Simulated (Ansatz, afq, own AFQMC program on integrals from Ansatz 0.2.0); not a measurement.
# Breaking Zn2–C1 in ZnCH$_{4}$, singlet

```yaml
atoms:
  - { symbol: C, position_ang: [-0.1626, -0.4112, -0.5617] }
  - { symbol: Zn, position_ang: [0.3066, 0.6956, 0.9676] }
  - { symbol: H, position_ang: [0.6335, -1.1373, -0.7961] }
  - { symbol: H, position_ang: [-1.0862, -0.9848, -0.3777] }
  - { symbol: H, position_ang: [-0.3288, 0.1966, -1.4666] }
  - { symbol: H, position_ang: [0.6794, 1.5771, 2.1883] }
```

Products: ZnH (doublet) and CH$_{3}$ (doublet), each relaxed with PBE0/def2-SVP like the molecule; electronic energies without zero-point terms. Determinants: RHF, UHF and UHF in that order.

Basis def2-TZVP. Only valence electrons are correlated. Integrals, coupled cluster, full CI and functionals: Ansatz 0.2.0; the random walks run on the same integrals in our own AFQMC program. ph-AFQMC/CISD is guided by a CISD state made of CCSD amplitudes; releasing the constraint for a short imaginary time cuts its bias at the price of noise, slowly where states lie close. Error bars are statistical, one sigma. The metal's outer-core s and p shells are frozen, which shifts wave-function levels against functionals. The errors of all members are added in quadrature.

No full CI on the walks' own integrals is used here. The released AFQMC energy serves as the reference, which it does only where one determinant dominates, the energy is flat over the last release times and near the phaseless one (40 meV or 2 meV an electron, half that with transition metals). On small molecules, where full CI could be run and the noise was under 10 meV, such values lay within 10 meV of it in 19 cases of 20, a flattering rate, since the rule was set on those same cases; what remains of the bias isn't in the error bar. Each member takes its own surest rung, up to full CI.

The best estimate is CCSD(T) at the basis-set limit (CBS: def2-TZVPP and def2-QZVPP, with their diffuse functions for anions and beside diffuse sets, CCSD(T) itself extrapolated) plus the step from CCSD(T) to AFQMC with the constraint released in def2-TZVP. Rows without CBS are in def2-TZVP; B2PLYP and the wave-function rows carry a basis error of their own. Core correlation and relativity beyond core potentials are missing, and ± holds the sampling alone.

Cautions: no relativity below Rb; outer-core shells of the metal frozen; ZnCH₄ (singlet): the released value is read at 1.50 1/Eh with a noise of 13 meV, more than in the cases checked (meV from the phaseless value at times in 1/Eh: -1 ± 6 at 0.24, -13 ± 8 at 0.51, 5 ± 8 at 0.99, -17 ± 13 at 1.50), released reference can be 30 meV off for metals.

| level | bond energy (eV) |
| --- | --- |
| PBE0 | 3.141 |
| B2PLYP | 3.148 |
| B3LYP | 3.006 |

Task: From these cheaper values, estimate the bond energy at the level of the best estimate.

Result: 3.322 ± 0.013 eV (best estimate, highest rung released AFQMC).

```csv
level,bond energy (eV),error against the best estimate (eV)
HF,1.877,-1.445 ± 0.013
MP2,3.397,0.075 ± 0.013
CCSD,3.088,-0.233 ± 0.013
CCSD(T),3.196,-0.126 ± 0.013
ph-AFQMC/CISD,3.197 ± 0.008,-0.125 ± 0.016
released AFQMC,3.217 ± 0.015,-0.104
HF/CBS,1.894,-1.428 ± 0.013
MP2/CBS,3.571,0.249 ± 0.013
CCSD(T)/CBS,3.310,-0.012 ± 0.013
PBE,3.219,-0.103 ± 0.013
r2SCAN,3.060,-0.262 ± 0.013
wB97M-V,3.325,0.003 ± 0.013
```

Correlation beyond CCSD(T) changes it by less than twice the noise. Going to the basis-set limit adds 0.114 eV at CCSD(T). The perturbative (T) step is worth +0.108 eV.

Best estimates are given only where the step beyond CCSD(T) is under 0.3 eV and no member's determinant is very poor (T1 over 0.05, or 0.07 for open shells, ⟨S²⟩ too high by 0.3, two states mixed), so the hardest cases are missing from such tables.

The functionals ran in a triple-zeta set and keep a basis error of their own, a few kJ/mol for each bond in atomization energies and more for double hybrids, so close places among them and the extrapolated levels can swap.

Each member of a difference takes its own highest rung, so a best estimate needn't equal the limit plus the step of one row. A walk keeps the symmetry of its determinant, which the program's search chose and which needn't be the lowest solution, so a lower state of the same spin and another symmetry isn't excluded. Released energies are given only where the last usable release times agree within the noise; a slower fall can still hide under it.
